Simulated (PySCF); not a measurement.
formaldehyde cation (CH2O), SMILES C=O (connectivity only; charge and spin as stated), charge +1, multiplicity 2.

Coordinates come from a B3LYP-D3(BJ)/def2-TZVPD optimisation. The spin state was assumed, not searched.

Computed with TDA-ωB97X/def2-TZVPD in PySCF.

Vertical excitations. Gas-phase values at a fixed geometry.

Computed lowest excited states:
```json
[
 {"state": "root 1", "energy (eV)": "3.93", "λ (nm)": "315", "f": "0.000", "main pairs": "β HOMO→LUMO 98 %"},
 {"state": "root 2", "energy (eV)": "5.50", "λ (nm)": "225", "f": "0.000", "main pairs": "β HOMO−1→LUMO 97 %"},
 {"state": "root 3", "energy (eV)": "5.88", "λ (nm)": "211", "f": "0.000", "main pairs": "α HOMO→LUMO 98 %"},
 {"state": "root 4", "energy (eV)": "6.86", "λ (nm)": "181", "f": "0.034", "main pairs": "α HOMO−1→LUMO 5 %, β HOMO−2→LUMO 85 %"},
 {"state": "root 5", "energy (eV)": "7.22", "λ (nm)": "172", "f": "0.002", "main pairs": "α HOMO−1→LUMO 46 %, β HOMO→LUMO+1 51 %"},
 {"state": "root 6", "energy (eV)": "9.29", "λ (nm)": "133", "f": "0.000", "main pairs": "α HOMO−2→LUMO 25 %, β HOMO−1→LUMO+1 73 %"},
 {"state": "root 7", "energy (eV)": "9.53", "λ (nm)": "130", "f": "0.000", "main pairs": "β HOMO−2→LUMO+1 96 %"},
 {"state": "root 8", "energy (eV)": "10.53", "λ (nm)": "118", "f": "0.001", "main pairs": "α HOMO−2→LUMO 73 %, β HOMO−1→LUMO+1 26 %"},
 {"state": "root 9", "energy (eV)": "10.93", "λ (nm)": "113", "f": "0.042", "main pairs": "β HOMO−3→LUMO 91 %"},
 {"state": "root 10", "energy (eV)": "11.47", "λ (nm)": "108", "f": "0.000", "main pairs": "α HOMO−3→LUMO 95 %"}
]
```
Unrestricted roots are not spin-pure.
